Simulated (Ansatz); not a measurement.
Compare A (`FCOCF`) with its isomer B (`OC(F)CF`).

Computed with Ansatz on PBE0-D4/def2-TZVP structures; ΔE is electronic, products minus reactants. CCSD(T)/CBS is the MP2 limit (def2-TZVPP, def2-QZVPP) plus CCSD(T) − MP2 in def2-TZVPP, frozen cores. Functionals use def2-TZVPP. B3LYP here is the variant with VWN-RPA as its local correlation; programs differ in this. Each species was taken in one conformer, which may not be the lowest.

**Question.** Which is lower in electronic energy at CCSD(T)/CBS, and by how much? (Estimate.)

**Answer.** Ansatz gave: B, by 28.1 kJ/mol.

**Question.** Give E(B) − E(A) in kJ/mol with HF/def2-TZVPP, B3LYP, LDA (SPW92), r2SCAN-D4, CCSD(T)/def2-TZVPP, B3LYP-D4, PBE0-D4. (Estimate.)

**Answer.** Computed: HF/def2-TZVPP -17.9, B3LYP -22.0, LDA (SPW92) -29.5, r2SCAN-D4 -26.2, CCSD(T)/def2-TZVPP -25.0, B3LYP-D4 -22.8, PBE0-D4 -26.9. None reverses the order clearly.

**Question.** Does the order hold for the free energy at 298.15 K (harmonic terms from PBE0-D4)? (An estimate is asked.)

**Answer.** The calculation gave: Yes: G(B) − G(A) = -29.1 kJ/mol, for one conformer each.

Largest T1 diagnostic: 0.012.

At CCSD(T), def2-SVP lies +6.3 kJ/mol from the extrapolated value and def2-TZVPP +3.1 kJ/mol. Leaving LDA and LC-ωPBE aside and taking each functional with its dispersion term where it has one, the values, not all of them listed here, spread over 6.5 kJ/mol, from B97M-V to BLYP-D4. LDA lies −4.4 kJ/mol from PBE without D4.
